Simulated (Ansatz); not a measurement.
A nudged elastic band was laid between two geometries of H4OSi (6 atoms, charge 0, multiplicity 1).

Theory: UKS r2SCAN-D4/def2-SVP (Ansatz).

- movable images: 7
- climbing image: yes
- spring: 5.0 eV/Å²
- optimiser: quadratic models (default)
- start path: through a guess of the saddle point
- force threshold: 0.05 eV/Å
- iteration limit: 60
- end points: relaxed

First end point:

```xyz
6
Properties=species:S:1:pos:R:3
Si -0.351 0.036 0.179
H -0.750 1.059 -0.839
O 1.194 -0.515 -0.124
H 1.645 -0.136 -0.884
H -1.319 -1.097 0.132
H -0.419 0.652 1.536
```

Last end point:

```xyz
6
Properties=species:S:1:pos:R:3
Si -0.085 -0.544 0.732
H -0.098 1.242 -1.485
O 1.280 -1.252 0.739
H 0.577 0.893 -1.482
H -1.297 -1.062 0.032
H -0.378 0.723 1.464
```

Question: Which bonds break or form, and what moves?

Answer: Bonds broken: Si1–H2, O3–H4. Bonds formed: H2–H4. H4OSi becomes H2 + H2OSi.

Question: Give the energies along the band, and the barrier.

Answer: It converged. The highest image is number 4 of 0 to 8, 279.1 kJ/mol above the first end and 70.8 kJ/mol above the last; the last end lies 208.4 kJ/mol above the first. Neighbouring images differ by up to 1.3 eV, so the band resolves the path poorly. A vibrational analysis at the climbing image gives one clearly imaginary mode, 1321i cm⁻¹: a first-order saddle point. The orbitals stay closed-shell, which can raise the energy where a bond breaks towards radicals; this wasn't checked here.

```csv
image,path coordinate (Å),energy (kJ/mol),Si1–H2 (Å),O3–H4 (Å),H2–H4 (Å)
0,0.00,0.0,1.50,0.96,2.68
1,0.36,13.8,1.49,0.97,2.18
2,0.73,63.5,1.52,0.98,1.70
3,1.09,185.1,1.63,1.15,1.28
4,1.45,279.1,1.78,1.54,0.95
5,1.82,242.6,2.05,1.95,0.79
6,2.18,217.3,2.33,2.36,0.77
7,2.55,209.7,2.59,2.76,0.76
8,2.91,208.4,2.85,3.17,0.76
```

Question: What is the geometry of the highest image?

Answer: 
```xyz
6
Properties=species:S:1:pos:R:3
Si -0.127 -0.243 0.384
H -0.114 0.867 -1.009
O 1.343 -0.690 0.001
H 0.685 0.370 -0.900
H -1.347 -1.035 0.053
H -0.441 0.731 1.470
```

The band took 8 iterations and about 3 core-minutes.

The run took 95 s on 2 threads of Arm Neoverse V1 (shared host), peak memory 0.14 GiB.
